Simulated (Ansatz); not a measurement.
# Relaxing CrSb3

Theory: Ansatz 0.2.0, DFT PBE, scalar-relativistic, plane waves, PAW. Cutoff 420 eV, Γ-centred k mesh, Gaussian smearing, collinear spin, first started from parallel moments.

The start puts CrSb3 on the Cu3Au (L1_2) structure type (Pm-3m, No. 221), with Cr in place of Au, Sb in place of Cu, at a guessed volume.

```
CELL_PARAMETERS angstrom
4.53329 0.00000 0.00000
0.00000 4.53329 0.00000
0.00000 0.00000 4.53329
ATOMIC_POSITIONS crystal
Cr 0.00000 0.00000 0.00000
Sb 0.00000 0.50000 0.50000
Sb 0.50000 0.00000 0.50000
Sb 0.50000 0.50000 0.00000
```

Cell and atoms relax at zero pressure; the relaxation can't lower the symmetry of the start. After a coarse first stage the cell is made exact in the group found at 0.06 Å.

The zero of energy is the elements' standard structures at the same level; no fitted shifts are applied.

Task: Which crystal results?

Result: It keeps Pm-3m (No. 221). The result has the Cu3Au (L1_2) structure. Conventional cell: a = 4.633 Å. Cr is coordinated by 12 Sb at 3.28 Å; Sb has 4 Cr at 3.28 Å and 8 Sb at 3.28 Å.

Space group Pm-3m (No. 221). a = 4.633 Å, b = 4.633 Å, c = 4.633 Å, α = 90.00°, β = 90.00°, γ = 90.00°
```
atom site symmetry x y z
  Cr    1a m-3m  0.0000  0.0000  0.0000
  Sb    3c    4/mm.m  0.0000  0.5000  0.5000
```

Task: What are its volume, energy, gap and moment?

Result: The volume per atom is 24.86 Å³ and the density is 6.97 g/cm³. The energy over the elements is 0.44 eV/atom, the gap on the 10×10×10 mesh is 0 eV (a metal) and the net moment per atom is 0.99 μB. The largest site moment is 4.05 μB.

The final run used a 10×10×10 mesh on its 4-atom cell and 0.10 eV smearing. For metals, differences of a few meV/atom aren't resolved. Spin–orbit coupling is left out. Symmetry constrained the relaxation, so the result can be a saddle point. The steps took about 80 core-seconds in all.

Cost: 3 runs of about 1.4 core-minutes in all, on Arm Neoverse V1 (shared hosts).